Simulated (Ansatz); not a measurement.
# BSiH₂ (quartet): wave-function methods side by side, cc-pVDZ

How much of the correlation energy of BSiH₂ (quartet) does each wave-function method recover here?

Program: Ansatz 0.2.0, Gaussian basis. Level of theory: cc-pVDZ, core rule «outside noble gas», up to 6 orbitals frozen. These are calculated values, not measurements.

Plan: UHF; CCSD(T) on ROHF; CCSD(T) on UHF; BCCD(T) on ROHF; CISD; CCSDT(Q) on ROHF; CCSDT(Q) on UHF; CCSDTQ on ROHF; CASSCF and MRCISD+Q, 9 electrons in 10 orbitals; CASSCF and NEVPT4(SD), 9 electrons in 10 orbitals; CASSCF and NEVPT2, 9 electrons in 10 orbitals.

7 further runs of the same task are left out: 2 for a known fault of the program, 5 set aside as unsound or not needed.

### Step 1. The system

The geometry is a PBE0/def2-TZVP stationary point (not a proven minimum) of the parent state, kept for this charge and spin.

4 atoms, charge 0, spin multiplicity 4.

Atoms are counted from 1 here; the program's logs count them from 0.

Bond lengths: Si1–B2 1.925 Å, B2–H3 1.203 Å, B2–H4 1.203 Å. Angles: Si1–B2–H3 121.5°, Si1–B2–H4 121.5°, H3–B2–H4 117.1°.

As a file:

```xyz
4

Si    0.0000    0.0000    0.6345
B     0.0000    0.0000   -1.2907
H     0.0000   -1.0258   -1.9185
H     0.0000    1.0258   -1.9185
```

### Step 2. UHF

in.yaml reads:

```yaml
crystal:
  periodic: [false, false, false]
  atoms:
    - {symbol: Si, position_ang: [0.000000, 0.000000, 0.634524]}
    - {symbol: B, position_ang: [0.000000, 0.000000, -1.290679]}
    - {symbol: H, position_ang: [0.000000, -1.025810, -1.918468]}
    - {symbol: H, position_ang: [0.000000, 1.025810, -1.918468]}
basis:
  gaussian: {orbitals: cc-pVDZ}
magnetization: {spin_polarized: true, initial_magnetization: 3}
hamiltonian: {xc: hf}
output: {orbitals: {seedname: orbitals}}
```

Run with:

```
$ ansatz run in.yaml --threads 1 --pin off --events-out ev --progress --plain --max-ram 2816MiB --backend cpu
```

The runs that follow: CCSD(T) on ROHF; CCSD(T) on UHF; BCCD(T) on ROHF; CISD; CCSDT(Q) on ROHF; CCSDT(Q) on UHF; CCSDTQ on ROHF; CASSCF and MRCISD+Q, 9 electrons in 10 orbitals; CASSCF and NEVPT4(SD), 9 electrons in 10 orbitals; CASSCF and NEVPT2, 9 electrons in 10 orbitals.

**Question.** What will the summary of the whole plan be? Wanted: RCCSDTQ below the RHF energy; RMP2 from RCCSDTQ; UMP2 from RCCSDTQ; RCCSD from RCCSDTQ; RCCSD(T) from RCCSDTQ; UCCSD(T) from RCCSDTQ; RCCSDT(Q) from RCCSDTQ; UCCSDT(Q) from RCCSDTQ; NEVPT2 valence from RCCSDTQ.

**Answer**, as computed:

```
                         quantity                                                   value
     RCCSDTQ below the RHF energy                                              -4.7613 eV
                RMP2 from RCCSDTQ                                             +1122.8 meV
                UMP2 from RCCSDTQ                                             +1121.0 meV
               RCCSD from RCCSDTQ                                              +201.2 meV
            RCCSD(T) from RCCSDTQ                                               +48.1 meV
            UCCSD(T) from RCCSDTQ                                               +47.7 meV
           RCCSDT(Q) from RCCSDTQ                                                +1.0 meV
           UCCSDT(Q) from RCCSDTQ                                                +0.6 meV
      NEVPT2 valence from RCCSDTQ                                              +869.3 meV
  NEVPT4(SD) valence from RCCSDTQ                                              +128.6 meV
    MRCISD+Q valence from RCCSDTQ                                               +30.4 meV
levels within 1 kcal/mol (43 meV)  RCCSDT, UCCSDT, RCCSDT(Q), UCCSDT(Q), MRCISD+Q valence
                    T1 diagnostic                                                   0.041
   effectively unpaired electrons                                                    3.02
```

What this shows: RCCSD(T) misses by +48.1 meV, 1.0 % of the correlation energy. The occupations are near whole numbers, but T1 = 0.041 shows that the orbitals relax strongly. Of the multireference levels listed MRCISD+Q valence comes nearest in total energy (+30.4 meV), which doesn't show that its space is the better one. These misses are within one basis, not against nature; the frozen cores of restricted and unrestricted runs differ, which can shift their rows.
